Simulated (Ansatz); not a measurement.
## C3H4NS, SMILES CC(=S)C=[N]: a ladder of methods at one geometry, step by step

With Ansatz 0.2.0, Python API.

Notebook, run cell by cell (the value of a cell's last expression is shown):

**Cell 1**
```python
from pathlib import Path
import warnings

import ansatz as az
import numpy as np
```

**Cell 2**
```python
BASIS_SET = 'cc-pVDZ'
```

**Cell 3**
```python
warnings.simplefilter('ignore', az.DeckWarning)
```

**Cell 4**
```python
geometry_ang = [
    ('C', [-1.0462, -0.1798, 0.4883]),
    ('C', [0.273, 0.4552, 0.1637]),
    ('S', [0.5883, 1.9722, 0.694]),
    ('C', [1.2208, -0.1868, -0.761]),
    ('N', [0.9676, -1.3446, -1.276]),
    ('H', [-1.4992, 0.2864, 1.3891]),
    ('H', [-0.9102, -1.2625, 0.6928]),
    ('H', [-1.7389, -0.0539, -0.3699]),
    ('H', [2.1448, 0.3137, -1.021]),
]
molecule = az.Crystal.molecule()
for symbol, xyz in geometry_ang:
    molecule = molecule.atom(symbol, xyz)
```

**Cell 5**
```python
setup = (
    molecule.calculation()
    .basis(gaussian=BASIS_SET)
    .spin('collinear', total=1)
)
```

**Cell 6**
```python
print('functional    E (Ha)        dipole (D)   HOMO (eV)  LUMO (eV)')
for name in ['pbe0', 'pbe', 'r2scan', 'hse06', 'r2scan0', 'revpbe']:
    report = setup.functional(name).forces().orbitals().run(threads=1, backend='cpu', runs_dir='runs').report
    lines = Path(report['orbitals_path']).read_text().splitlines()
    field_of = lambda key: [line.split('=')[1].strip() for line in lines if line.startswith(key)]
    orbitals = [(27.211386 * float(e), s, float(n)) for e, s, n in zip(field_of('Ene='), field_of('Spin='), field_of('Occup='))]
    homo = max(e for e, _, n in orbitals if n > 0.5)
    lumo = min(e for e, _, n in orbitals if n < 0.5)
    dipole = 4.803205 * np.linalg.norm(report['charge_distribution']['dipole_moment_e_ang'])
    print(f'{name:10s} {report["free_energy_ev"] / 27.211386246:14.6f} {dipole:9.3f} {homo:11.3f} {lumo:10.3f}')
```
Output:
```text
functional    E (Ha)        dipole (D)   HOMO (eV)  LUMO (eV)
pbe0          -569.248985     0.614      -6.747     -3.202
pbe           -569.204441     0.680      -5.483     -4.026
r2scan        -569.469635     0.664      -5.743     -4.042
hse06         -569.232700     0.615      -6.345     -3.578
r2scan0       -569.442469     0.624      -6.908     -3.231
revpbe        -569.478564     0.660      -5.438     -3.940
```

Notes:
- Total energies depend on the basis set; only differences at equal settings carry meaning.
- The geometry is a force-field or estimated start, not a minimum of this method, and the basis set is short of its limit. A lower total doesn't mark the better method: functionals have no common bound, and MP2 and coupled cluster aren't variational.
- The run takes the species as open-shell (spin multiplicity 2), which needn't be its ground state.
- The expectation value of S² is noticeably off S(S+1) in at least one run, so that state is spin-contaminated.
- Levels such as HOMO and LUMO are orbital energies: with these approximate functionals they aren't the ionisation energy and electron affinity, and their gap isn't the fundamental gap.
- For Al to Cl the sets with a tight d function, cc-pV(X+d)Z, are usual.
- hse06 follows the composition of plane-wave codes, whose totals differ by tens of mHa, up to about 0.1 Ha, from the form usual in Gaussian-basis programs (wpbeh).
- Hardware and time: 77 s on 1 thread of Arm Neoverse V1, with other jobs on the host, peak memory 0.34 GiB.
